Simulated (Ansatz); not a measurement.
Species, as SMILES: [H][H] (H2).
Atoms: H1, H2. Bonds: H1-H2.

Basis-set convergence of the optimised H1-H2 bond length at MP2 with Ansatz (an electronic-structure program). The reference of a correlated method is not its basis-set limit, which lies further on. All functions are spherical. No added dispersion term, no relativity. Reference: the value in aug-cc-pV5Z, 0.7359 Å, itself unsure by roughly 0.0002 Å (its mean distance from aug-cc-pVQZ, cc-pV5Z, def2-QZVPP).

```
basis              functions  optimised H1-H2 bond length (Å)
-----------------  ---------  -------------------------------
6-31G*                     4                           0.7375
cc-pVDZ                   10                                ?
def2-SVP                  10                                ?
6-311G**                  12                                ?
aug-cc-pVDZ               18                                ?
def2-TZVPP                28                           0.7370
pcseg-2                   28                           0.7366
6-311++G(3df,3pd)         36                           0.7366
aug-cc-pVTZ               46                           0.7374
cc-pVQZ                   60                           0.7361
aug-cc-pVQZ               92                           0.7363
cc-pV5Z                  110                           0.7358
aug-cc-pV5Z              160                           0.7359
```

Question: Complete the blanks.

Answer: 
- cc-pVDZ, optimised H1-H2 bond length (Å): 0.7544
- def2-SVP, optimised H1-H2 bond length (Å): 0.7527
- 6-311G**, optimised H1-H2 bond length (Å): 0.7384
- aug-cc-pVDZ, optimised H1-H2 bond length (Å): 0.7549
